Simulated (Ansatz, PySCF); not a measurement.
Bond stretch in NH, triplet.

Methods: UMP2/6-31G* = unrestricted MP2 (frozen core)/6-31G*, spherical d in PySCF 2.14.0; UHF/6-31G* = unrestricted Hartree-Fock/6-31G*, spherical d (PySCF 2.14.0); UKS-B3LYP/6-31G* = unrestricted B3LYP/6-31G*, spherical d (PySCF 2.14.0); FCI = full CI/cc-pVTZ, frozen core run with Ansatz (an electronic-structure program).

Energies relative to the lowest point of each curve near equilibrium, in kJ/mol; the last columns give the difference from FCI:

```json
[
 {"R / Å": "0.84", "UMP2/6-31G*": "119.7", "UHF/6-31G*": "106.7", "UKS-B3LYP/6-31G*": "123.3", "FCI": "113.4", "UMP2/6-31G* − FCI": "6.3", "UHF/6-31G* − FCI": "-6.7", "UKS-B3LYP/6-31G* − FCI": "9.9"},
 {"R / Å": "0.90", "UMP2/6-31G*": "50.4", "UHF/6-31G*": "41.4", "UKS-B3LYP/6-31G*": "53.6", "FCI": "47.8", "UMP2/6-31G* − FCI": "2.6", "UHF/6-31G* − FCI": "-6.4", "UKS-B3LYP/6-31G* − FCI": "5.8"},
 {"R / Å": "0.92", "UMP2/6-31G*": "35.3", "UHF/6-31G*": "27.6", "UKS-B3LYP/6-31G*": "38.2", "FCI": "33.4", "UMP2/6-31G* − FCI": "1.8", "UHF/6-31G* − FCI": "-5.8", "UKS-B3LYP/6-31G* − FCI": "4.7"},
 {"R / Å": "0.99", "UMP2/6-31G*": "5.2", "UHF/6-31G*": "2.0", "UKS-B3LYP/6-31G*": "6.5", "FCI": "4.9", "UMP2/6-31G* − FCI": "0.3", "UHF/6-31G* − FCI": "-2.9", "UKS-B3LYP/6-31G* − FCI": "1.7"},
 {"R / Å": "1.00", "UMP2/6-31G*": "3.2", "UHF/6-31G*": "0.7", "UKS-B3LYP/6-31G*": "4.3", "FCI": "3.1", "UMP2/6-31G* − FCI": "0.2", "UHF/6-31G* − FCI": "-2.4", "UKS-B3LYP/6-31G* − FCI": "1.3"},
 {"R / Å": "1.04", "UMP2/6-31G*": "0.0", "UHF/6-31G*": "0.0", "UKS-B3LYP/6-31G*": "0.0", "FCI": "0.0", "UMP2/6-31G* − FCI": "0.0", "UHF/6-31G* − FCI": "0.0", "UKS-B3LYP/6-31G* − FCI": "0.0"},
 {"R / Å": "1.08", "UMP2/6-31G*": "2.8", "UHF/6-31G*": "5.3", "UKS-B3LYP/6-31G*": "1.6", "FCI": "2.6", "UMP2/6-31G* − FCI": "0.2", "UHF/6-31G* − FCI": "2.6", "UKS-B3LYP/6-31G* − FCI": "-1.1"},
 {"R / Å": "1.10", "UMP2/6-31G*": "6.0", "UHF/6-31G*": "9.7", "UKS-B3LYP/6-31G*": "4.1", "FCI": "5.7", "UMP2/6-31G* − FCI": "0.4", "UHF/6-31G* − FCI": "4.0", "UKS-B3LYP/6-31G* − FCI": "-1.5"},
 {"R / Å": "1.15", "UMP2/6-31G*": "18.2", "UHF/6-31G*": "24.6", "UKS-B3LYP/6-31G*": "14.5", "FCI": "17.0", "UMP2/6-31G* − FCI": "1.2", "UHF/6-31G* − FCI": "7.6", "UKS-B3LYP/6-31G* − FCI": "-2.5"},
 {"R / Å": "1.20", "UMP2/6-31G*": "35.0", "UHF/6-31G*": "43.7", "UKS-B3LYP/6-31G*": "29.3", "FCI": "32.5", "UMP2/6-31G* − FCI": "2.5", "UHF/6-31G* − FCI": "11.2", "UKS-B3LYP/6-31G* − FCI": "-3.2"},
 {"R / Å": "1.29", "UMP2/6-31G*": "73.6", "UHF/6-31G*": "83.1", "UKS-B3LYP/6-31G*": "62.6", "FCI": "66.4", "UMP2/6-31G* − FCI": "7.3", "UHF/6-31G* − FCI": "16.7", "UKS-B3LYP/6-31G* − FCI": "-3.7"},
 {"R / Å": "1.43", "UMP2/6-31G*": "148.6", "UHF/6-31G*": "138.8", "UKS-B3LYP/6-31G*": "121.9", "FCI": "124.2", "UMP2/6-31G* − FCI": "24.4", "UHF/6-31G* − FCI": "14.7", "UKS-B3LYP/6-31G* − FCI": "-2.3"},
 {"R / Å": "1.54", "UMP2/6-31G*": "196.8", "UHF/6-31G*": "166.3", "UKS-B3LYP/6-31G*": "168.3", "FCI": "167.6", "UMP2/6-31G* − FCI": "29.2", "UHF/6-31G* − FCI": "-1.3", "UKS-B3LYP/6-31G* − FCI": "0.7"},
 {"R / Å": "1.73", "UMP2/6-31G*": "240.7", "UHF/6-31G*": "188.3", "UKS-B3LYP/6-31G*": "237.1", "FCI": "230.3", "UMP2/6-31G* − FCI": "10.4", "UHF/6-31G* − FCI": "-42.0", "UKS-B3LYP/6-31G* − FCI": "6.9"},
 {"R / Å": "1.88", "UMP2/6-31G*": "255.6", "UHF/6-31G*": "194.4", "UKS-B3LYP/6-31G*": "275.7", "FCI": "266.3", "UMP2/6-31G* − FCI": "-10.8", "UHF/6-31G* − FCI": "-71.9", "UKS-B3LYP/6-31G* − FCI": "9.4"},
 {"R / Å": "2.09", "UMP2/6-31G*": "264.3", "UHF/6-31G*": "197.1", "UKS-B3LYP/6-31G*": "309.4", "FCI": "298.4", "UMP2/6-31G* − FCI": "-34.1", "UHF/6-31G* − FCI": "-101.4", "UKS-B3LYP/6-31G* − FCI": "10.9"},
 {"R / Å": "2.29", "UMP2/6-31G*": "267.5", "UHF/6-31G*": "197.5", "UKS-B3LYP/6-31G*": "327.3", "FCI": "314.7", "UMP2/6-31G* − FCI": "-47.3", "UHF/6-31G* − FCI": "-117.2", "UKS-B3LYP/6-31G* − FCI": "12.5"},
 {"R / Å": "2.56", "UMP2/6-31G*": "269.0", "UHF/6-31G*": "197.4", "UKS-B3LYP/6-31G*": "339.9", "FCI": "324.8", "UMP2/6-31G* − FCI": "-55.8", "UHF/6-31G* − FCI": "-127.4", "UKS-B3LYP/6-31G* − FCI": "15.1"},
 {"R / Å": "2.86", "UMP2/6-31G*": "269.5", "UHF/6-31G*": "197.2", "UKS-B3LYP/6-31G*": "346.6", "FCI": "329.1", "UMP2/6-31G* − FCI": "-59.6", "UHF/6-31G* − FCI": "-131.9", "UKS-B3LYP/6-31G* − FCI": "17.5"},
 {"R / Å": "3.14", "UMP2/6-31G*": "269.7", "UHF/6-31G*": "197.1", "UKS-B3LYP/6-31G*": "349.6", "FCI": "330.7", "UMP2/6-31G* − FCI": "-61.0", "UHF/6-31G* − FCI": "-133.5", "UKS-B3LYP/6-31G* − FCI": "18.9"},
 {"R / Å": "3.69", "UMP2/6-31G*": "269.9", "UHF/6-31G*": "197.2", "UKS-B3LYP/6-31G*": "351.9", "FCI": "331.6", "UMP2/6-31G* − FCI": "-61.7", "UHF/6-31G* − FCI": "-134.4", "UKS-B3LYP/6-31G* − FCI": "20.3"},
 {"R / Å": "4.19", "UMP2/6-31G*": "270.1", "UHF/6-31G*": "197.3", "UKS-B3LYP/6-31G*": "352.5", "FCI": "331.9", "UMP2/6-31G* − FCI": "-61.8", "UHF/6-31G* − FCI": "-134.6", "UKS-B3LYP/6-31G* − FCI": "20.6"}
]
```

UMP2/6-31G* is furthest from FCI at 4.19 (-61.8 kJ/mol, below); its mean absolute difference over the points is 21.8 kJ/mol.

UHF/6-31G* is furthest from FCI at 4.19 (-134.6 kJ/mol, below); its mean absolute difference over the points is 48.9 kJ/mol.

UKS-B3LYP/6-31G* is furthest from FCI at 4.19 (20.6 kJ/mol, above); its mean absolute difference over the points is 7.8 kJ/mol.

The unrestricted determinant behind UMP2/6-31G*, UHF/6-31G* is spin-contaminated at 1.43 to 4.19 Å (<S²> up to 3.0, against 2.00 for a pure triplet). The unrestricted determinant behind UKS-B3LYP/6-31G* is spin-contaminated at 1.73 to 4.19 Å (<S²> up to 3.0, against 2.00 for a pure triplet).
